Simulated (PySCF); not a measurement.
Compound: CH3ClO2S.
Bonds: C1–S2, S2–O3 (double), S2–O4 (double), S2–Cl5. Hydrogens: H6, H7, H8 on C1.

Theory: PBE0-D3(BJ)/def2-SVP geometry optimisation, gas phase (PySCF).

(1) Give the optimised bond lengths and angles.

## Answers

(1) 
| bond | length (pm) |
| --- | --- |
| C1–S2 | 177.5 |
| S2=O3, S2=O4 | 144.5 |
| S2–Cl5 | 210.0 |
| C1–H6, C1–H7, C1–H8 | 109.7 |

Bonds in one row agree within 1 pm and their mean is given. A selection of angles:
| angle | degrees |
| --- | --- |
| S2–C1–H6 | 108.3 |
| S2–C1–H8 | 105.3 |
| H6–C1–H7 | 112.2 |
| C1–S2–O3 | 109.3 |
| C1–S2–Cl5 | 99.1 |
| O3–S2–O4 | 122.2 |
| O3–S2–Cl5 | 107.2 |

S2 (sulfonyl sulfur) is distorted tetrahedral (angles from 99.1° to 122.2°).

Point group: Cs (tolerance 0.08 Å). Stationary, but not proved a minimum.
